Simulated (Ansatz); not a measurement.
# C2H5NS: the cost of one run

Program: Ansatz 0.2.0, Gaussian basis. Level of theory: the settings change from run to run. These are calculated values, not measurements.

## 1. The geometry

The structure was relaxed beforehand with PBE0-D4 in a triple-zeta def2 set.

9 atoms, charge 0, spin multiplicity 1.

Atoms are counted from 1 here; the program's logs count them from 0.

Bond lengths: C1–N2 1.460 Å, C1–S4 1.828 Å, C1–H5 1.092 Å, C1–H6 1.096 Å, N2–C3 1.460 Å, N2–H7 1.012 Å, C3–S4 1.828 Å, C3–H8 1.092 Å, C3–H9 1.096 Å. Angles: N2–C1–S4 91.7°, N2–C1–H5 114.2°, N2–C1–H6 115.0°, S4–C1–H5 113.8°, S4–C1–H6 111.7°, H5–C1–H6 109.6°, C1–N2–C3 98.6°, C1–N2–H7 113.9°, C3–N2–H7 113.9°, N2–C3–S4 91.7°, N2–C3–H8 114.2°, N2–C3–H9 115.0°, S4–C3–H8 113.8°, S4–C3–H9 111.7°, H8–C3–H9 109.6°, C1–S4–C3 74.5°.

## 2. PBE0/aug-cc-pVTZ

Options: the search for lower states set to light.

The input, in.yaml:

```yaml
crystal:
  periodic: [false, false, false]
  atoms:
    - {symbol: C, position_ang: [-0.318109, 0.852849, -0.640963]}
    - {symbol: N, position_ang: [0.807831, 0.047992, -0.176036]}
    - {symbol: C, position_ang: [0.058575, -0.992605, 0.522150]}
    - {symbol: S, position_ang: [-1.496761, -0.503282, -0.304355]}
    - {symbol: H, position_ang: [-0.261078, 1.134823, -1.694409]}
    - {symbol: H, position_ang: [-0.536027, 1.739914, -0.034460]}
    - {symbol: H, position_ang: [1.457002, 0.552283, 0.413857]}
    - {symbol: H, position_ang: [0.380671, -2.009240, 0.287163]}
    - {symbol: H, position_ang: [-0.003502, -0.869035, 1.609852]}
basis:
  gaussian: {orbitals: aug-cc-pVTZ}
hamiltonian: {xc: {name: PBE0}}
scf: {lower_state_search: light}
output: {forces: true}
```

Run with:

```sh
ansatz run in.yaml --threads 2 --pin off --events-out ev --progress --plain --max-ram 4352MiB
```

**Question.** How long does this run take on 2 threads of Intel Xeon Platinum 8488C, shared host, and how much memory does it need?

About 11 s, with a peak of 0.97 GiB.
